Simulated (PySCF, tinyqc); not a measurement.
A ladder of methods, and size consistency: correlation methods against full CI in the sto-6g basis, for CH2, spin multiplicity 1. Computed by the program tinyqc with PySCF. All electrons correlated; +Q is the Davidson correction (1 - c0^2) E_corr. The last columns treat two copies 100 angstrom apart as one system. FCI is the lowest singlet.

Geometry (angstrom):
```
atom,x,y,z
C,0.0000,0.0000,0.0000
H,0.0000,1.0310,0.4940
H,0.0000,-1.0310,0.4940
```

RHF energy of one = -38.722977 hartree

Correlation energies (hartree):
```
method,E_corr of one,share of FCI (%),E_corr of two at 100 angstrom,two minus twice one (mhartree)
MP2,-0.035923,56.5898,-0.071845,0.0000
CISD,-0.059556,93.8204,-0.111716,7.3961
CISD+Q,-0.064149,101.0551,-0.123866,4.4311
CCSD,-0.062678,98.7381,-0.125355,0.0000
CCSD(T),-0.063060,99.3398,-0.126119,0.0000
FCI,-0.063479,100.0000,-,-
```

What does the comparison show, and why?

MP2 recovers 57 %, CISD 93.8 % and CCSD 98.7 % of the FCI value (c0^2 = 0.923 in CISD). MP2 and coupled cluster are size consistent, so their last column vanishes; CISD loses 7.40 mhartree, since a double excitation on each copy is a quadruple of the pair, and the Davidson correction leaves +4.43. The restricted reference is unstable here: a spin-polarised solution lies 0.0456 hartree lower (PySCF), so results built on it describe a poor reference.
